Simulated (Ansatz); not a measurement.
**Sn: relaxation of cell and atoms**

Theory: DFT, PBE, PAW with Ansatz's default frozen-core files, scalar-relativistic (Ansatz 0.2.0).

Command: `ansatz run input.yaml --threads 1 --pin off --max-ram 2048MiB --backend cpu --events-out ev --progress --plain --runs-dir out` The run took 9.8 s on 1 thread of Arm Neoverse V1 (shared host), peak memory 0.34 GiB.

```yaml
crystal:
  lattice:
    - [0.0, 3.2195088072, 3.2195088072]
    - [3.2195088072, 0.0, 3.2195088072]
    - [3.2195088072, 3.2195088072, 0.0]
  atoms:
    - { symbol: Sn, position: [0.0, 0.0, 0.0] }
    - { symbol: Sn, position: [0.25, 0.25, 0.25] }
kpoints:
  mp_grid: { grid: [9, 9, 9] }
scf:
  occupations: { method: fermi_dirac, width: 0.05 }
hamiltonian:
  xc: pbe
  pseudopotentials: { kind: paw }
output:
  forces: true
  stress: true
relax:
  f_tol: 0.005
  max_steps: 80
  cell: {}
```

No spin–orbit coupling, which matters for the heavy atoms here.

The cell is built from the diamond type as a first guess.

The cutoff is 420 eV; energies and pressures of the walk include the program's estimate of the Pulay term.

Each frame lists the cell vectors (Å), then Cartesian positions (Å); symmetry keeps all forces zero. Free energies count from the first step, -12048.3328 eV.

The walk took 5 evaluations in all; steps that aren't listed are left out.

Step 1: E = 0.0 meV, P = 4.51 GPa

```
cell 0.0000 3.2195 3.2195 3.2195 0.0000 3.2195 3.2195 3.2195 0.0000
Sn    0.0000    0.0000    0.0000
Sn    1.6098    1.6098    1.6098
```

Step 2:

```
cell 0.0000 3.3765 3.3765 3.3765 0.0000 3.3765 3.3765 3.3765 0.0000
Sn    0.0000    0.0000    0.0000
Sn    1.6882    1.6882    1.6882
```

Step 3: E = -87.4 meV, P = -0.27 GPa

```
cell 0.0000 3.3374 3.3374 3.3374 0.0000 3.3374 3.3374 3.3374 0.0000
Sn    0.0000    0.0000    0.0000
Sn    1.6687    1.6687    1.6687
```

**Question.** Give the energy, pressure of step 2.

**Answer.** E = -73.2 meV, P = -1.36 GPa
```
Sn    0.0000    0.0000    0.0000
Sn    1.6882    1.6882    1.6882
```

**Question.** How does the relaxation end?

**Answer.** It converges, with a = 6.656 Å, b = 6.656 Å, c = 6.656 Å, α = 90.00°, β = 90.00°, γ = 90.00° (conventional cell, space group Fd-3m). The last solve (on a basis chosen afresh for the final cell, so its energy is not quite comparable) gives E = -89.1 meV, P = 0.02 GPa:
```
cell 0.0000 3.3279 3.3279 3.3279 0.0000 3.3279 3.3279 3.3279 0.0000
Sn    0.0000    0.0000    0.0000
Sn    1.6639    1.6639    1.6639
```
